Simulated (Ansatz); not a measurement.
# C5H4: the cost of one run

Program: Ansatz 0.2.0. Level of theory: the levels named in each step. These are calculated values, not measurements.

### 1 The structure to begin with

Bond lengths: C1–C2 1.204 Å, C2–C3 1.359 Å, C3–C4 1.206 Å, C4–C5 1.441 Å, C1–H6 1.048 Å, C5–H7 1.089 Å, C5–H8 1.090 Å, C5–H9 1.093 Å. Angles: C1–C2–C3 179.8°, C2–C1–H6 179.9°, C2–C3–C4 179.8°, C3–C4–C5 179.8°, C4–C5–H7 110.2°, C4–C5–H8 110.1°, C4–C5–H9 109.9°, H7–C5–H8 109.0°, H7–C5–H9 108.9°, H8–C5–H9 108.7°.

Structure file:

```xyz
9

C     1.9883    1.5683    0.7336
C     1.0822    0.8491    0.3993
C     0.0575    0.0402    0.0199
C    -0.8551   -0.6743   -0.3144
C    -1.9449   -1.5274   -0.7175
H     2.7751    2.1959    1.0256
H    -2.8974   -1.0680   -0.4588
H    -1.9117   -1.6945   -1.7945
H    -1.8685   -2.4921   -0.2100
```

### 2 A rough first relaxation, PBE-D4/def2-SVP

This run stands in another session on the same molecule. It ended at:

```xyz
9

C     2.0273    1.5993    0.7480
C     1.0999    0.8651    0.4058
C     0.0686    0.0510    0.0245
C    -0.8629   -0.6804   -0.3175
C    -1.9587   -1.5413   -0.7224
H     2.8399    2.2448    1.0492
H    -2.9411   -1.0896   -0.4686
H    -1.9449   -1.7225   -1.8181
H    -1.9026   -2.5292   -0.2178
```

### 3 Relaxation, r2SCAN-D4/def2-TZVPP

Input file input.yaml:

```yaml
crystal:
  periodic: [false, false, false]
  atoms:
    - { symbol: C, position_ang: [2.02727029, 1.59931664, 0.74802904] }
    - { symbol: C, position_ang: [1.09990705, 0.8650561, 0.40584592] }
    - { symbol: C, position_ang: [0.06863461, 0.05103155, 0.02448628] }
    - { symbol: C, position_ang: [-0.86287938, -0.68035615, -0.31751326] }
    - { symbol: C, position_ang: [-1.9587038, -1.54132957, -0.72240467] }
    - { symbol: H, position_ang: [2.83993808, 2.24477179, 1.04915363] }
    - { symbol: H, position_ang: [-2.94114976, -1.08962668, -0.46856573] }
    - { symbol: H, position_ang: [-1.94487562, -1.72253489, -1.81814343] }
    - { symbol: H, position_ang: [-1.90260149, -2.52918879, -0.21776779] }
basis:
  gaussian: { orbitals: def2-TZVPP }
hamiltonian:
  xc: r2scan
  dispersion: d4
relax:
  f_tol: 0.002
  max_steps: 150
```

The run is started by

```sh
ansatz run input.yaml --threads 4 --pin off --max-ram 10240MiB --backend cpu --events-out ev --progress --plain --runs-dir out
```

Q: Estimate wall time and peak memory on 4 threads of Intel Xeon at 2.70GHz, shared host.

About 15 s, with a peak of 0.44 GiB.
